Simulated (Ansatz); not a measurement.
A first, cheap relaxation of `FC1=CCCC1`.

```yaml
crystal:
  periodic: [false, false, false]
  atoms:
    - {symbol: F, position_ang: [2.668700, 0.095600, -0.317300]}
    - {symbol: C, position_ang: [1.294600, 0.029000, -0.121100]}
    - {symbol: C, position_ang: [0.690900, -1.085500, 0.306700]}
    - {symbol: C, position_ang: [-0.674200, -0.893000, 0.470400]}
    - {symbol: C, position_ang: [-1.007700, 0.406700, -0.280500]}
    - {symbol: C, position_ang: [0.333800, 1.157200, -0.339700]}
    - {symbol: H, position_ang: [1.283300, -1.993600, 0.561800]}
    - {symbol: H, position_ang: [-1.272400, -1.708300, 0.014800]}
    - {symbol: H, position_ang: [-1.010800, -0.814400, 1.575600]}
    - {symbol: H, position_ang: [-1.370600, 0.204200, -1.253900]}
    - {symbol: H, position_ang: [-1.787000, 1.017400, 0.254800]}
    - {symbol: H, position_ang: [0.448500, 1.900100, 0.469200]}
    - {symbol: H, position_ang: [0.423300, 1.649900, -1.325900]}
basis:
  gaussian: {orbitals: def2-SVP}
hamiltonian: {xc: pbe, dispersion: d4}
relax: {f_tol: 0.03, max_steps: 200}
```

```sh
$ ansatz run in.yaml --threads 4 --pin off --events-out ev --progress --plain --max-ram 10444MiB
```

Shortened log:

```
Functional definition: PBE
mean field -7999.40576301 eV, -293.9727395985 hartree, gradient 4.0e-5 eV, S^2 0.000000; 0 other end points of the search recorded, 0 dependent functions left out
relax step   1: F+E_penalty+E_count = -7999.67362961 eV  Δ(F+E_penalty+E_count) = +0.000e0 eV  max|allowed force component| = 4.828e0 eV/Å  Δτ_max = 0.0000 Å  (30 SCF iters, accepted)
mean field -7999.79714930 eV, -293.9871227796 hartree, gradient 1.5e-5 eV, S^2 0.000000; 0 other end points of the search recorded, 0 dependent functions left out
relax step   2: F+E_penalty+E_count = -8000.06331107 eV  Δ(F+E_penalty+E_count) = -3.897e-1 eV  max|allowed force component| = 1.770e0 eV/Å  Δτ_max = 0.0837 Å  (31 SCF iters, accepted)
mean field -7999.87214039 eV, -293.9898786512 hartree, gradient 1.7e-5 eV, S^2 0.000000; 0 other end points of the search recorded, 0 dependent functions left out
relax step   3: F+E_penalty+E_count = -8000.13772262 eV  Δ(F+E_penalty+E_count) = -7.441e-2 eV  max|allowed force component| = 3.302e-1 eV/Å  Δτ_max = 0.0445 Å  (31 SCF iters, accepted)
mean field -7999.87764408 eV, -293.9900809080 hartree, gradient 1.7e-5 eV, S^2 0.000000; 0 other end points of the search recorded, 0 dependent functions left out
relax step   4: F+E_penalty+E_count = -8000.14334329 eV  Δ(F+E_penalty+E_count) = -5.621e-3 eV  max|allowed force component| = 1.071e-1 eV/Å  Δτ_max = 0.0191 Å  (32 SCF iters, accepted)
mean field -7999.87874557 eV, -293.9901213873 hartree, gradient 1.7e-5 eV, S^2 0.000000; 0 other end points of the search recorded, 0 dependent functions left out
relax step   5: F+E_penalty+E_count = -8000.14449180 eV  Δ(F+E_penalty+E_count) = -1.149e-3 eV  max|allowed force component| = 4.500e-2 eV/Å  Δτ_max = 0.0124 Å  (33 SCF iters, accepted)
mean field -7999.87907257 eV, -293.9901334043 hartree, gradient 1.7e-5 eV, S^2 0.000000; 0 other end points of the search recorded, 0 dependent functions left out
relax step   6: F+E_penalty+E_count = -8000.14488700 eV  Δ(F+E_penalty+E_count) = -3.952e-4 eV  max|allowed force component| = 1.821e-2 eV/Å  Δτ_max = 0.0102 Å  (33 SCF iters, accepted)
mean field -7999.87907257 eV, -293.9901334043 hartree, gradient 1.7e-5 eV, S^2 0.000000; 1 other end points of the search recorded, 0 dependent functions left out
Total energy: -8000.14491715 eV, -293.9999030122 hartree
Atom 0 at     2.619020     0.216020    -0.350657 Å, force    -0.008984    -0.005029     0.002785 eV/Å
Atom 1 at     1.309318     0.016628    -0.136105 Å, force     0.004360     0.003478    -0.009974 eV/Å
Atom 2 at     0.743707    -1.120464     0.309898 Å, force    -0.008497     0.003138     0.000523 eV/Å
Atom 3 at    -0.741607    -0.914254     0.486722 Å, force     0.018213    -0.002730     0.002552 eV/Å
Atom 4 at    -1.015859     0.422768    -0.260722 Å, force    -0.000521    -0.000590     0.015181 eV/Å
Atom 5 at     0.345836     1.152654    -0.340257 Å, force     0.003233     0.003699    -0.008444 eV/Å
Atom 6 at     1.291866    -2.037870     0.564335 Å, force    -0.003779     0.002099    -0.001211 eV/Å
Atom 7 at    -1.350071    -1.750498     0.081577 Å, force    -0.006804    -0.001902     0.005852 eV/Å
Atom 8 at    -1.001775    -0.842310     1.568917 Å, force    -0.002703    -0.000348    -0.002784 eV/Å
Atom 9 at    -1.364747     0.196881    -1.288681 Å, force     0.003098    -0.004417    -0.008941 eV/Å
Atom 10 at    -1.804672     1.031862     0.222672 Å, force     0.003043    -0.003454    -0.005584 eV/Å
Atom 11 at     0.477354     1.915528     0.461198 Å, force    -0.001977     0.001150     0.005326 eV/Å
Atom 12 at     0.512029     1.678355    -1.303997 Å, force     0.001316     0.004905     0.004718 eV/Å
Dipole moment:    -0.275612     0.035720     0.034879 e Å
```

Run time 10 s (4 threads of an Arm Neoverse V1 on a shared host); peak host memory 0.16 GiB.
